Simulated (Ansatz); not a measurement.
Input file:

```yaml
crystal:
  periodic: [false, false, false]
  atoms:
    - {symbol: Br, position_ang: [-0.479572, 0.000000, 0.000000]}
    - {symbol: H, position_ang: [1.336428, 0.000000, 0.000000]}
    - {symbol: B, position_ang: [2.802428, 0.000000, 0.000000]}
    - {symbol: H, position_ang: [3.311502, 0.000000, 1.077008]}
    - {symbol: H, position_ang: [3.311502, 0.000000, -1.077008]}
basis:
  gaussian: {orbitals: "6-31G*"}
magnetization: {spin_polarized: false, initial_magnetization: 1}
correlation: {method: ccsd_t, electrons: outside_noble_gas}
accuracy: high
```

```sh
$ ansatz run in.yaml --threads 1 --pin off --events-out ev --progress --plain --max-ram 2393MiB
```

Log:

```
972 factors; integrals over basis functions are off by at most 4.4e-9 eV
mean field evaluation 1: about -70705.4805 eV, gradient 1.5e1 eV
mean field evaluation 2: about -70705.5011 eV, gradient 1.5e1 eV
mean field evaluation 4: about -70706.9580 eV, gradient 2.2e0 eV
mean field evaluation 8: about -70707.0269 eV, gradient 6.1e-1 eV
mean field evaluation 16: about -70707.0430 eV, gradient 3.2e-6 eV
mean field evaluation 32: about -70706.3013 eV, gradient 4.3e0 eV
mean field evaluation 64: about -70707.0430 eV, gradient 3.7e-8 eV
mean field evaluation 96: about -70703.7108 eV, gradient 2.1e-2 eV
mean field evaluation 128: about -70701.1995 eV, gradient 3.7e0 eV
mean field evaluation 160: about -70701.2108 eV, gradient 1.2e0 eV
mean field evaluation 192: about -70705.7475 eV, gradient 1.8e-3 eV
mean field -70707.04298926 eV, -2598.4359029002 hartree, gradient 3.7e-8 eV, S^2 0.750000; 9 other end points of the search recorded, 0 dependent functions left out
mean field evaluation 224: about -70694.8800 eV, gradient 1.9e1 eV
mean field evaluation 256: about -70705.1918 eV, gradient 8.3e0 eV
determinant -70707.04298926 eV, -2598.4359029002 hartree, with singles and doubles -70713.00105727 eV, -2598.6548578611 hartree
determinant -70705.76524503 eV, -2598.3889466659 hartree, with singles and doubles -70711.54584258 eV, -2598.6013797077 hartree
determinant -70705.74745062 eV, -2598.3882927332 hartree, with singles and doubles -70711.52835022 eV, -2598.6007368753 hartree
determinant -70703.71080932 eV, -2598.3134475461 hartree, with singles and doubles -70710.18987115 eV, -2598.5515486765 hartree
15 core orbitals not correlated: weight in the atoms' cores, before any rotation towards them, 1.000 or more for the frozen orbitals, at most 0.000 for the correlated occupied ones
reference -70707.04298926 eV, -2598.4359029002 hartree; 7, 6 occupied and 34, 35 virtual orbitals, 972 factors
second order -4.99457262 eV of doubles, -0.10416116 eV of singles
cycle   1  -5.95796867 eV  change    9.9e-5 eV  update   6.7e-4
cycle   2  -5.95798087 eV  change   -1.2e-5 eV  update   4.1e-4
cycle   3  -5.95793064 eV  change    5.0e-5 eV  update   2.4e-4
cycle   4  -5.95792872 eV  change    1.9e-6 eV  update   7.0e-5
cycle   5  -5.95799584 eV  change   -6.7e-5 eV  update   3.0e-5
cycle   6  -5.95803045 eV  change   -3.5e-5 eV  update   7.8e-6
cycle   7  -5.95803688 eV  change   -6.4e-6 eV  update   3.4e-6
cycle   8  -5.95803454 eV  change    2.3e-6 eV  update   9.6e-7
cycle   9  -5.95803369 eV  change    8.5e-7 eV  update   3.6e-7
cycle  10  -5.95803368 eV  change    7.5e-9 eV  update   1.6e-7
cycle  11  -5.95803379 eV  change   -1.1e-7 eV  update   8.3e-8
cycle  12  -5.95803381 eV  change   -2.2e-8 eV  update   3.2e-8
cycle  13  -5.95803383 eV  change   -1.4e-8 eV  update   1.7e-8
cycle  14  -5.95803377 eV  change    5.9e-8 eV  update   5.5e-8
cycle  15  -5.95803377 eV  change  -6.9e-10 eV  update   1.7e-8
cycle  16  -5.95803377 eV  change   9.3e-10 eV  update   4.1e-9
cycle  17  -5.95803376 eV  change    1.0e-9 eV  update   1.6e-9
perturbative correction -0.11591199 eV, -0.0042596871 hartree
Total energy: -70713.11693502 eV, -2598.6591162897 hartree
```

Ran on 1 thread of Arm Neoverse V1, shared host: 10 s wall, 0.19 GiB peak host memory.
